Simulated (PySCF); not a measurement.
BFH2.
InChI=1S/BFH2/c1-2/h1H2

The closed-shell ground state was solved at several levels (PySCF, density fitting, gas phase, non-relativistic). Geometry: GFN2-xTB; no solvent, vibrations or thermal averaging.

| level | basis functions | total energy (Eh) | HOMO (eV) | LUMO (eV) | gap (eV) | dipole (D) |
| --- | --- | --- | --- | --- | --- | --- |
| PBE0/pcSseg-1 | 44 | -125.7757 | -9.37 | -1.04 | 8.33 | 0.71 |
| wB97X-D/def2-SVPD | 59 | -125.7971 | -11.39 | 0.88 | 12.27 | 0.80 |
| B3LYP/pcJ-1 | 74 | -125.9348 | -9.19 | -1.33 | 7.86 | 0.69 |

(1) What might PBE0/def2-SVPD (59 basis functions) give for the same quantities?

(2) Over all these levels, which gives the widest orbital gap and which the narrowest?

(3) How far do the dipole and the HOMO energy spread over the levels?

Results:

(1) Total energy -125.6939 Eh, HOMO -9.42 eV, LUMO -1.16 eV, gap 8.26 eV, dipole 0.77 D.

(2) wB97X-D/def2-SVPD (range-separated hybrid) has the widest, 12.27 eV, and B3LYP/pcJ-1 (global hybrid, 20 % exact exchange) the narrowest, 7.86 eV. Functional and basis both differ between the two, so the spread mixes both effects.

(3) The dipole runs from 0.69 to 0.80 D (mean 0.74 D) and the HOMO from -11.39 to -9.19 eV.

Note: wB97X-D ran without an empirical dispersion term, which enters the total energy and its gradient alone.
